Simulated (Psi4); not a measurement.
Psi4 input (wB97X-D/6-311+G**):

```
memory 1500 MB

molecule {
0 2
C     0.00120855    0.02708658    0.35198259
H     0.00587364   -0.08304392    1.45078206
C    -0.00664579    1.48103266    0.03757694
H    -0.93626071    2.03281437   -0.01005973
H     0.91748488    2.04131070   -0.01707847
C     1.26857642   -0.66006722   -0.16919792
H     1.30800293   -0.61547010   -1.26008847
H     2.16712783   -0.17716068    0.21971490
H     1.29371115   -1.71022549    0.12827181
C    -1.26371755   -0.67167357   -0.15961002
H    -1.31181055   -0.62747758   -1.25016920
H    -1.27697189   -1.72200779    0.13800506
H    -2.16368700   -0.19701026    0.23611246
symmetry c1
no_reorient
no_com
}

set {
  basis 6-311+G**
  reference uks
  scf_type df
  df_basis_scf def2-universal-jkfit
  dft_radial_points 99
  dft_spherical_points 590
  e_convergence 1e-8
  d_convergence 1e-7
  maxiter 150
}

e = energy('wb97x-d')
print_out(f'\nFINAL {e:.10f} DIPOLE {variable("CURRENT DIPOLE")[0]:.6f} {variable("CURRENT DIPOLE")[1]:.6f} {variable("CURRENT DIPOLE")[2]:.6f}\n')
```

Question: Predict the final energy.

Answer: -157.77706 Eh.
